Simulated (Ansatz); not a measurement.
## Relaxing platinum (fcc)

All numbers below come from Ansatz 0.2.0, DFT, LDA (PW92), plane waves (420 eV) with PAW, scalar-relativistic. (PAW data from PBE, frozen cores regenerated.)

k-point mesh 14×14×14, Fermi-Dirac smearing 0.1 eV, no spin polarisation. Cell and atoms relax.

Starting structure:

```yaml
crystal:
  lattice:
    - [0.0, 1.96155, 1.96155]
    - [1.96155, 0.0, 1.96155]
    - [1.96155, 1.96155, 0.0]
  atoms:
    - { symbol: Pt, position: [0.0, 0.0, 0.0] }
hamiltonian:
  xc: lda
  pseudopotentials:
    kind: paw
    azcp:
      Pt: "pseudopotentials/Pt.paw.azcp"
basis:
  ecutwfc: 420
  fft_grid_basis: typed
kpoints:
  mp_grid: { grid: [14, 14, 14], shift: [0, 0, 0] }
magnetization:
  spin_polarized: false
scf:
  occupations: { method: fermi_dirac, width: 0.1 }
relax:
  max_steps: 60
  f_tol: 0.01
  cell: {}
```

**Question.** The pressure at the start is -6.2 GPa. By how much does the volume change?

**Answer.** From 15.09 to 14.77 Å³ per atom, -2.1 %. The final cell has a = 3.895 Å.

**Question.** How much energy does the relaxation gain?

**Answer.** 6.4 meV per atom.
